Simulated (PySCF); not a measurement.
## Nuclear quadrupole coupling in difluoromethyl isocyanide

Compound: difluoromethyl isocyanide, C2HF2N.
Structure used (PBE0-D3(BJ)/def2-TZVP), in Å, numbered top down from 1:
```xyz
6
C2HF2N angstrom
C      2.118    0.186    0.053
N      0.955    0.084    0.007
C     -0.443   -0.051    0.034
F     -1.006    1.047   -0.487
F     -0.803   -1.105   -0.709
H     -0.796   -0.191    1.058
```

Field gradients from the PBE0/pcSseg-2 density (PySCF, non-relativistic), principal values in atomic units, ordered |Vxx| ≤ |Vyy| ≤ |Vzz|:

```json
{"atom": "N2", "Vxx": "-0.0734", "Vyy": "-0.0883", "Vzz": "0.1617"}
```

Question: Find the asymmetry η = (Vxx − Vyy)/Vzz and the couplings χ = eQV/h (234.96 MHz × Q in barn × V in au), with Q(14N) = 0.02044 b.

Answer: 
```csv
atom,environment,nucleus,η,χzz (MHz),χxx (MHz),χyy (MHz)
N2,isocyanide nitrogen,14N,0.09,0.777,-0.352,-0.424
```

The tensor is traceless: Vxx + Vyy + Vzz = 0.

Question: What is Vzz at N2 in SI units (1 au = 9.71736 × 10²¹ V/m²)?

Answer: 0.1617 au = 1.571 × 10²¹ V/m².

Question: And the gradient at the other heavy atoms, for which no coupling is worked out here?

Answer: 
| atom | environment | Vzz (au) | η |
| --- | --- | --- | --- |
| C1 | isocyanide carbon | -0.925 | 0.04 |
| C3 | CHF2 carbon | -0.462 | 0.25 |
| F4 | fluorine of a CF2 group | 2.974 | 0.08 |
| F5 | fluorine of a CF2 group | 2.974 | 0.08 |

Question: What couplings would deuterons (Q(2H) = 0.00286 b) have in place of the hydrogens, at this geometry?

Answer: 
| atom | bonded to | bond length (Å) | Vzz (au) | η | χzz (kHz) |
| --- | --- | --- | --- | --- | --- |
| H6 | C3 | 1.093 | 0.2581 | 0.01 | 173 |

Geometry: PBE0-D3(BJ)/def2-TZVP; no solvent, vibrations or thermal averaging.
